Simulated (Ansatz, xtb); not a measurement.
## Worked example: C3H7F + CH3FO → C3H8 + CH2F2O

Species: C3H7F (2-fluoropropane) `CC(C)F`, singlet; CH3FO `OCF`, singlet; C3H8 (propane) `CCC`, singlet; CH2F2O `OC(F)F`, singlet. The partners trade F for H; both sit on C, so the bond types are kept.

Shapes, held fixed at every level: PBE0-D4/def2-TZVP. Flexible molecules stand in one conformer, not always the lowest. Programs: Ansatz 0.2.0, xtb 6.7.1. The zero-point and thermal change to 298 K, harmonic and unscaled (PBE0-D4/def2-TZVP), is -0.9 kJ/mol.

At CCSD(T)/CBS estimate; 1 Eh = 2625.50 kJ/mol:

```
species  energy (Eh)
  C3H7F  -218.169417
  CH3FO  -214.812543
   C3H8  -118.980509
 CH2F2O  -314.016096
```

Problem. Work out ΔH(298 K) of the reaction at this level.

Solution. 
1. Products less reactants: (-118.980509) + (-314.016096) − [(-218.169417) + (-214.812543)] = -0.014645 Eh = -38.5 kJ/mol.
2. With the thermal change: -38.5 + (-0.9) = -39.4 kJ/mol.

Other levels give -62.5 (MP2/def2-SVP) to -38.5 kJ/mol (B3LYP-D4/def2-TZVPP). No measured value is set beside it here. The CBS estimate extrapolates MP2 from def2-TZVPP and def2-QZVPP and adds CCSD(T) − MP2 in the triple-zeta set, cores frozen.
